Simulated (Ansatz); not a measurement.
Isomers of C$_{3}$H$_{3}$ClO, relaxed with PBE0-D4/def2-TZVP in Ansatz; electronic energies, one conformer each and not always the lowest. Functionals use def2-TZVPP; CBS adds triple-zeta CCSD(T) − MP2 to the MP2 limit of def2-TZVPP and def2-QZVPP.

Task: Order them by energy at frozen-core CCSD(T)/CBS, lowest first. (Best estimate.)
A. `C=C=C(O)Cl`
B. `C=CC(=O)Cl`
C. `CC(Cl)=C=O`

Result: B (0.0 kJ/mol), C (67.8 kJ/mol), A (149.6 kJ/mol).

Task: How do B3LYP-D4, PBE-D4, PBE0-D4, r2SCAN-D4 place them (kJ/mol, against `C=CC(=O)Cl`)? (Estimate.)

Result: Computed: 
| isomer | B3LYP-D4 | PBE-D4 | PBE0-D4 | r2SCAN-D4 |
| --- | --- | --- | --- | --- |
| `CC(Cl)=C=O` | 65.0 | 60.8 | 58.7 | 65.9 |
| `C=C=C(O)Cl` | 150.2 | 146.4 | 146.4 | 153.5 |

B3LYP here is the variant with VWN-RPA as its local correlation; programs differ in this.
